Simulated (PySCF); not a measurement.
# CF⁺ at r²SCAN

Computed with r²SCAN; PySCF, no relativity, basis sets C STO-3G, F STO-3G.

For CF⁺, the state is ¹Σ⁺ (singlet), closed shell. The bond length is 1.259 Å, the harmonic wavenumber is 1593 cm⁻¹ and the force constant is 11.0 mdyn/Å. The rotational constant Be is 1.445 cm⁻¹, the anharmonicity ωexe is 7.37 cm⁻¹ and the vibration–rotation constant αe is 0.0126 cm⁻¹. The well depth De to C⁺ + F is 8.87 eV. The dissociation energy D0 is 8.78 eV and the HOMO–LUMO gap is 6.33 eV. The bond order (Mayer) is 1.97. The dipole moment (positive dipole points towards F; it is taken about the centre of mass and depends on that origin) is -0.99 D.

For an ion De counts to the pair picked by the measured ionisation energies or electron affinities, which need not be the lowest pair at this level. STO-3G is very small, so such numbers show the basis as much as the molecule.
